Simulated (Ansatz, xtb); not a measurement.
Ranking isomers of CH4BO+

4 gas-phase structures of CH4BO+, found in a search over its isomers (lower ones may exist). Each was relaxed with GFN2-xTB:

A. `B[CH+]O`, a singlet
B. a singlet given by its coordinates
C. `B1C[OH+]1`, a singlet
D. a singlet given by its coordinates

B (Å):

```yaml
atoms:
  - { symbol: C, position_ang: [-1.4911, -0.3223, 1.7459] }
  - { symbol: B, position_ang: [-1.7216, 0.0355, 0.3071] }
  - { symbol: O, position_ang: [-1.9101, 0.3277, -0.8487] }
  - { symbol: H, position_ang: [-0.7031, 0.2848, 2.1968] }
  - { symbol: H, position_ang: [-1.1953, -1.3661, 1.8686] }
  - { symbol: H, position_ang: [-2.3890, -0.1755, 2.3509] }
  - { symbol: H, position_ang: [-2.0573, 0.5609, -1.7673] }
```

Close contacts (Å): C1–B2 1.50, B2–O3 1.21, C1–H4 1.09, C1–H5 1.09, C1–H6 1.09, O3–H7 0.96.

D (Å):

| atom | x (Å) | y (Å) | z (Å) |
| --- | --- | --- | --- |
| C | -2.7051 | 0.1522 | 0.2072 |
| B | -0.5861 | -0.3210 | 1.4429 |
| O | -1.6680 | -0.0775 | 0.8112 |
| H | -0.2286 | 0.3974 | 2.2989 |
| H | 0.0561 | -1.2642 | 1.1696 |
| H | -2.7020 | 0.7662 | -0.6969 |
| H | -3.6583 | -0.2510 | 0.5583 |

Close contacts (Å): C1–O3 1.22, B2–O3 1.28, C1–H6 1.09, C1–H7 1.09, B2–H4 1.17, B2–H5 1.17.

**Question.** Estimate their order in r2SCAN-D4/def2-SVP energy at these geometries, lowest first.

**Answer.** Calculated order at r2SCAN-D4/def2-SVP: B (0.0), D (63.2), C (67.4), A (76.2) kcal/mol.

Energies above the lowest of each column, in kcal/mol; the last columns are at PBE0-D4/def2-TZVP geometries and were run for some of them only (a dash: not run or not comparable):

```csv
structure,GFN2-xTB,HF/STO-3G,r2SCAN-D4/def2-SVP,PBE0-D4/def2-TZVP,CCSD(T)/def2-TZVPP
B,0.0,0.0,0.0,0.0,0.0
D,33.9,60.6,63.2,57.1,54.5
C,54.6,56.9,67.4,61.0,60.0
A,66.8,76.3,76.2,–,–
```

Every level run on B puts it lowest or level with the lowest. Flexible structures stand in one conformer each, not always the lowest. Frequencies (PBE0-D4/def2-TZVP) were run for B, C, D alone.

Over these structures GFN2-xTB departs from r2SCAN-D4/def2-SVP by 8.2 kcal/mol on average once a common shift is removed. A GFN2-xTB relaxation took about 0.23 s and the r2SCAN-D4/def2-SVP energy about 1.9 s on a shared host (Ansatz 0.2.0, xtb 6.7.1).
